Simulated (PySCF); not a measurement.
## HGeAl, triplet: the ladder up to RCCSDT

Geometry: that of the HGeAl, singlet, kept fixed.

```
atom   x (Å)    y (Å)    z (Å)
  Ge  0.0000  -0.0081   0.6253
  Al  0.0000  -0.0290  -1.6697
   H  0.0000   1.3568  -0.3692
```

Basis 6-31G (Cartesian d functions); PySCF 2.14.0. Only valence electrons are correlated (noble-gas cores and the filled d shells of p-block atoms frozen), which leaves 8 electrons in 25 orbitals. R marks a restricted (for open shells ROHF) determinant. No spin–orbit coupling is included, and no scalar relativity.

Full CI isn't at hand for all of this; RCCSDT serves as the reference. It lacks quadruple excitations.

```
UHF ⟨S²⟩                          : 2.047
T1 diagnostic (ROHF- or RHF-based CCSD)             : 0.0355
largest doubles amplitude (ROHF- or RHF-based CCSD) : 0.099
```

Task: From what is known of these methods and the diagnostics, rank them by the size of their error in total energy against RCCSDT in 6-31G, smallest first (an estimate: the text doesn't fix the numbers).
A. RMP2
B. RHF
C. RCCSD(T)
D. RCCSD

Result: C (0.53 kcal/mol), D (2.45 kcal/mol), A (16.84 kcal/mol), B (63.98 kcal/mol).

All errors are against RCCSDT in 6-31G. Within each family the higher level lies nearer, as is usual though not guaranteed.
